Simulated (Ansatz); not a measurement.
```xyz
2

B    -0.0005   -0.0008   -0.8117
F     0.0002   -0.0008    0.4505
```

RHF on singlet BF was run in several spherical basis sets with Ansatz (development build ahead of 0.2.0).

Question: Rank the basis sets by the total energy that they give, lowest first, with the distance from the lowest.
A. cc-pVTZ
B. cc-pVDZ
C. def2-TZVP

Answer: C (0.00 eV), A (0.17 eV), B (1.49 eV).

Totals follow the description of the cores as much as that of the bonds, so this order isn't one of quality for chemistry.
